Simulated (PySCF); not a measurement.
## Identify the compound

The spectra below were simulated for a compound C₅H₄.

1H NMR (300 MHz, computed): δ 2.13 (d, J = 2.4 Hz, 3H), 1.07 (q, J = 2.4 Hz, 1H).

13C{1H} NMR (computed): δ 78.1 (C), 74.5 (C), 72.7 (C), 69.8 (CH), 5.2 (CH3).

PySCF calculation with structure optimised with GFN2-xTB, PBE0/pcSseg-1 with gauge-including orbitals and B3LYP/pcJ-1 coupling constants; non-relativistic Hamiltonian, isolated molecule, one conformer, fast rotation and ring inversion assumed for equivalent nuclei.

δ = σ(ref) − σ, references computed at the same level: 1H (31.72 ppm) and 13C (186.93 ppm) against TMS.

Problem. Which candidate is it?
A. C#CCC#C
B. C#CC1C=C1
C. C#CC#CC
D. C#CC=C=C

Solution. C. 

1. Rings plus π bonds: 4 (no ring in the answer).
2. 5 carbon signals for 5 carbons: no two carbons are equivalent.
3. Carbon types of the structure: 3 × C, 1 × CH, 1 × CH3, which accounts for all hydrogens.
4. δC 78.1, 74.5, 72.7: alkyne carbon; sp carbons lie upfield of alkene carbons because the cylindrical π system leaves one tensor component strongly shielded.
5. δC 69.8: terminal alkyne carbon; the triple bond shields along its axis, which puts it between sp3 and sp2 carbons.
6. δC 5.2: propargylic methyl carbon; a saturated carbon with 1 carbon neighbour and no heteroatom attached.
7. δH 2.13: hydrogen on a propargylic methyl carbon.
8. δH 1.07: hydrogen on a terminal alkyne carbon; it lies on the axis of the triple bond, in its shielding cone.

The others: C#CC=C=C would give 3 signals for carbon-bound and other non-exchanging H, not 2; C#CCC#C would give 3 carbon signals, not 5; C#CC1C=C1 would give 4 carbon signals, not 5.

Multiplet labels drop couplings under 1 Hz and merge nearly equal ones. Shifts are as computed. Against solution values, carbons near 30 ppm lie about +3 ppm off and those near 130 ppm about +5 ppm. Of 1211 compounds with measured shifts, 218 miss one by over three times the rms of a fit or turn the order of signals round; such compounds aren't used in these exercises.
